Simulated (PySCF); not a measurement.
Species: C4H2N2.
Structure used (PBE0-D3(BJ)/def2-SVP), in Å, numbered top down from 1:
```
atom  x, y, z in Å
C1    -0.130   -1.164    0.369
C2     0.012    0.112   -0.037
C3     1.307    0.725   -0.144
N4     2.355    1.211   -0.227
C5    -1.122    0.923   -0.381
N6    -2.043    1.570   -0.654
H7     0.744   -1.763    0.627
H8    -1.122   -1.614    0.445
```

Computed, not measured: core-valence-separated Tamm–Dancoff BHandHLYP/aug-pcX-1 (pcseg-1 on H) in PySCF, non-relativistic, gas phase, PBE0-D3(BJ)/def2-SVP geometry. Absolute energies from this functional tend to lie a few eV below measured edges; no shift was applied.

The lowest roots of each edge with f over 0.003 (five at most, numbered afresh; weaker and dark ones are left out), with transition dipoles (au) in the frame of the coordinates:

```
root  edge  E (eV)       f       μx       μy       μz
   1     C  281.76  0.0667  -0.0066   0.0304   0.0933
   2     C  283.57  0.0287  -0.0043   0.0199   0.0610
   3     C  283.61  0.0867  -0.0075   0.0345   0.1060
   4     C  284.01  0.0314   0.0666  -0.0057   0.0066
   5     C  284.02  0.0925  -0.0124  -0.1092   0.0347
   6     N  396.75  0.0754  -0.0058   0.0272   0.0835
   7     N  396.75  0.0343   0.0041  -0.0184  -0.0563
   8     N  397.18  0.0338  -0.0582   0.0069  -0.0063
   9     N  397.18  0.0962   0.0119   0.0940  -0.0298
  10     N  401.08  0.0093  -0.0021   0.0095   0.0292
```

Problem. What is the unit vector of the normal of the molecular plane, and which share of each root's |μ|² lies along it?

Solution. (-0.07, 0.31, 0.95), up to sign.

```tsv
root	core hole on	share along it	final orbital under reflection in the plane
1	C1	1.00	odd
2	C3/C5	1.00	odd
3	C2	1.00	odd
4	C3/C5	0.00	even
5	C3/C5	0.00	even
6	N4/N6	1.00	odd
7	N4/N6	1.00	odd
8	N4/N6	0.00	even
9	N4/N6	0.00	even
10	N4/N6	1.00	odd
```

The 1s orbitals of atoms in the plane are even under the reflection, so light polarised along the normal reaches odd orbitals alone (the out-of-plane π set) and light polarised in the plane even ones.

Problem. For fixed molecules, how does the intensity of root 1 change when the electric field is turned 60° away from the normal of the molecular plane?

Solution. Intensity goes as (E·μ)², and μ lies along that direction, so it falls to cos²60° = 0.25 of its maximum; it vanishes at 90°.

Problem. Molecules are fixed in this frame and the field points along (0, 1, 1)/√2. What effective strengths 3 f cos²θ do the roots have (θ between field and μ)?

Solution. root 1 (C1): 0.158, root 2 (C3/C5): 0.068, root 3 (C2): 0.206, root 4 (C3/C5): 0.000, root 5 (C3/C5): 0.058, root 6 (N4/N6): 0.179, root 7 (N4/N6): 0.081, root 8 (N4/N6): 0.000, root 9 (N4/N6): 0.060, root 10 (N4/N6): 0.022. Root 3 is the strongest. Averaged over all orientations cos²θ is 1/3, which gives f back. For degenerate partners only the sum has meaning, as the program may mix them freely.

Hardware: one thread of an Arm Neoverse V2, shared host. Cost: 11 s of wall time.
